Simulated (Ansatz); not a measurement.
Reaction (ligand exchange at a B–C bond): `C[BH][AlH2]` + HCl → `[AlH2][BH]Cl` + CH₄

Program: Ansatz. Geometries: PBE0-D4/def2-TZVP. ΔE: electronic, gas phase. CCSD(T)/CBS is the MP2 limit (def2-TZVPP, def2-QZVPP) plus CCSD(T) − MP2 in def2-TZVPP, frozen cores. This one scheme is used for every species. DFT in def2-TZVPP.

```tsv
level	ΔE (kcal/mol)
LDA (SPW92)	-23.0
r2SCAN0-D4	-24.5
PBE0	-24.1
r2SCANh	-24.7
LC-ωPBE	-23.4
RPA@PBE/def2-TZVPP	-24.5
HF/def2-SVP	-25.6
MP2/def2-SVP	-26.6
```

(1) What does CCSD(T)/CBS give? (Best estimate.)

Largest T1 diagnostic among the species: 0.013.

Results:

(1) Computed: -24.5 kcal/mol. The listed levels differ from it by 1.5, 0.0, 0.4, -0.2, 1.1, 0.0, -1.1, -2.1 kcal/mol.

At CCSD(T), def2-SVP lies −1.7 kcal/mol from the extrapolated value and def2-TZVPP +0.1 kcal/mol. Leaving LDA and LC-ωPBE aside and taking each functional with its dispersion term where it has one, the values, not all of them listed here, spread over 1.4 kcal/mol, from B2PLYP to B97M-V. LDA lies +1.4 kcal/mol from PBE without D4.
